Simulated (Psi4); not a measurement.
# SiN2H4 (Si(NH2)2) at tau-HCTHh/jun-cc-pV(D+d)Z

Aim: the energy change on altering one bond length of SiN2H4 (Si(NH2)2) at tau-HCTHh/jun-cc-pV(D+d)Z, from 2 runs. 

The results are computed with Psi4 1.11.

2 further runs of the same task are left out: 2 set aside as unsound or not needed.

### 1 The system as given

SiN2H4: 7 atoms, total charge 0, spin state singlet. As SMILES, `N[Si]N`. The coordinates come from a GFN2-xTB relaxation. This is one conformer, not always the lowest.

Bond lengths: Si1–N2 1.717 Å, Si1–N5 1.717 Å, N2–H3 1.004 Å, N2–H4 1.012 Å, N5–H6 1.005 Å, N5–H7 1.012 Å. Angles: N2–Si1–N5 98.7°, Si1–N2–H3 122.8°, Si1–N2–H4 125.0°, Si1–N5–H6 122.9°, Si1–N5–H7 125.1°, H3–N2–H4 112.1°, H6–N5–H7 112.0°.

### 2 The energy at tau-HCTHh/jun-cc-pV(D+d)Z

Input file h4n2si.dat:

```
memory 1600 MB

molecule {
  0 1
  Si     0.009630     0.880650    -0.762080
  N      1.303790     0.016250    -0.035980
  H      2.268610     0.210470    -0.236220
  H      1.196400    -0.748430     0.617520
  N     -1.302450     0.053850    -0.024690
  H     -2.263120     0.292130    -0.197200
  H     -1.212860    -0.704930     0.638650
  no_reorient
  no_com
}

set {
  basis    jun-cc-pV(D+d)Z
  scf_type direct
}

energy('t-hcthh')
```

The run is started by

```
psi4 -i h4n2si.dat -o h4n2si.out -n 1
```

h4n2si.out:

```text
[...]
  Running in c1 symmetry.
[...]
  Nuclear repulsion =  103.309387026185647
[...]
  Multiplicity = 1
[...]
  Nalpha       = 16
  Nbeta        = 16
[...]
    Number of basis functions: 83
[...]
   @DF-RKS iter   1:  -400.82471576150192    7.17430e-03   1.37797e-02 DIIS/ADIIS
[...]
   @RKS iter  11:  -401.40399623144219   -4.67122e-08   3.82445e-07 DIIS
[...]
    Orbital Energies [Eh]
    ---------------------
    Doubly Occupied:
       1A    -65.917015     2A    -14.230402     3A    -14.230338
       4A     -5.228208     5A     -3.604097     6A     -3.602122
       7A     -3.598126     8A     -0.853012     9A     -0.825167
      10A     -0.515781    11A     -0.499858    12A     -0.475379
      13A     -0.403270    14A     -0.302488    15A     -0.252915
      16A     -0.224734
[...]
  @RKS Final Energy:  -401.40399623144219
   => Energetics <=
    Nuclear Repulsion Energy =            103.3093870261856466
    One-Electron Energy =                -757.9522474905263607
    Two-Electron Energy =                 284.2061371431862540
    DFT Exchange-Correlation Energy =     -30.9672729102877327
    Empirical Dispersion Energy =           0.0000000000000000
    VV10 Nonlocal Energy =                  0.0000000000000000
    Total Energy =                       -401.4039962314421928
[...]
 Multipole Moments:
 ------------------------------------------------------------------------------------
     Multipole            Electronic (a.u.)      Nuclear  (a.u.)        Total (a.u.)
 ------------------------------------------------------------------------------------
 L = 1.  Multiply by 2.5417464519 to convert [e a0] to [Debye]
 Dipole X            :         -0.2594127            0.2517682           -0.0076445
 Dipole Y            :        -23.0943246           22.4292350           -0.6650896
 Dipole Z            :         19.9848644          -19.4094904            0.5753739
 Magnitude           :                                                    0.8794645
[...]
```

Run time: 11 s. Hardware: 1 thread of INTEL XEON PLATINUM 8581C at 2.30GHz (Emerald Rapids), shared host; peak memory 1.1 GiB.

### 3 The distorted shape at the same level

Input file run.py:

```python
import psi4

psi4.set_memory('1600 MB')
psi4.set_num_threads(1)
psi4.core.set_output_file('psi4.out', False)

m = psi4.geometry("""
0 1
Si     0.51411889     1.97668943    -1.71883063
N      2.95972685     0.34321017    -0.34670049
H      4.78297241     0.71023278    -0.72509925
H      2.75678916    -1.10182560     0.88823553
N     -2.46127379     0.10176175    -0.04665734
H     -4.27667699     0.55204569    -0.37265399
H     -2.29197323    -1.33212464     1.20687359
units bohr
no_reorient
no_com
""")

psi4.set_options({
    'scf_type': 'direct',
})

E, wfn = psi4.energy('t-hcthh/jun-cc-pV(D+d)Z', return_wfn=True)
print(f'total energy {E:.8f} hartree = {E * 27.211386:.5f} eV')
```

The run is started by

```
python run.py
```

psi4.out:

```text
[...]
  Running in c1 symmetry.
[...]
  Nuclear repulsion =   96.203237277920181
[...]
  Multiplicity = 1
[...]
  Nalpha       = 16
  Nbeta        = 16
[...]
    Number of basis functions: 83
[...]
   @DF-RKS iter   1:  -400.76934205170295   -1.59985e-01   1.39497e-02 DIIS/ADIIS
[...]
   @RKS iter  11:  -401.37626448540431   -3.51629e-08   6.37034e-07 DIIS
[...]
    Orbital Energies [Eh]
    ---------------------
    Doubly Occupied:
       1A    -65.953392     2A    -14.247912     3A    -14.215362
       4A     -5.258663     5A     -3.634533     6A     -3.632619
       7A     -3.628983     8A     -0.855888     9A     -0.788782
      10A     -0.508373    11A     -0.503596    12A     -0.448571
      13A     -0.371693    14A     -0.299589    15A     -0.246095
      16A     -0.224944
[...]
  @RKS Final Energy:  -401.37626448540431
   => Energetics <=
    Nuclear Repulsion Energy =             96.2032372779201808
    One-Electron Energy =                -743.6279428049020908
    Two-Electron Energy =                 276.9299884899203903
    DFT Exchange-Correlation Energy =     -30.8815474483427828
    Empirical Dispersion Energy =           0.0000000000000000
    VV10 Nonlocal Energy =                  0.0000000000000000
    Total Energy =                       -401.3762644854043060
[...]
 Multipole Moments:
 ------------------------------------------------------------------------------------
     Multipole            Electronic (a.u.)      Nuclear  (a.u.)        Total (a.u.)
 ------------------------------------------------------------------------------------
 L = 1.  Multiply by 2.5417464519 to convert [e a0] to [Debye]
 Dipole X            :        -11.0542921           11.6579472            0.6036551
 Dipole Y            :        -30.0022256           29.6167837           -0.3854419
 Dipole Z            :         26.1427527          -25.8197778            0.3229750
 Magnitude           :                                                    0.7856703
[...]
```

On the terminal:

```text
total energy -401.37626449 hartree = -10922.00446 eV
```

Wall time 11 s (1 thread of INTEL XEON PLATINUM 8581C at 2.30GHz (Emerald Rapids), shared host); peak memory 1.1 GiB.

### 4 Results

Level: tau-HCTHh/jun-cc-pV(D+d)Z.

```
                                                          quantity          value
                                         first shape: total energy  -401.40400 Eh
                                        first shape: dipole moment         2.24 D
                                          first shape: HOMO energy       -6.12 eV
                                          first shape: LUMO energy       -0.81 eV
                                        first shape: HOMO–LUMO gap        5.30 eV
                                     distorted shape: total energy  -401.37626 Eh
                                    distorted shape: dipole moment         2.00 D
                                      distorted shape: HOMO energy       -6.12 eV
                                      distorted shape: LUMO energy       -1.48 eV
                                    distorted shape: HOMO–LUMO gap        4.65 eV
energy change with the Si1–N5 bond stretched from 1.717 to 2.061 Å       0.755 eV
```

**Reading.** With the Si1–N5 bond stretched from 1.717 to 2.061 Å the energy rises by 0.75 eV (72.8 kJ/mol). The first shape isn't relaxed at this level, so the change isn't measured from a minimum.
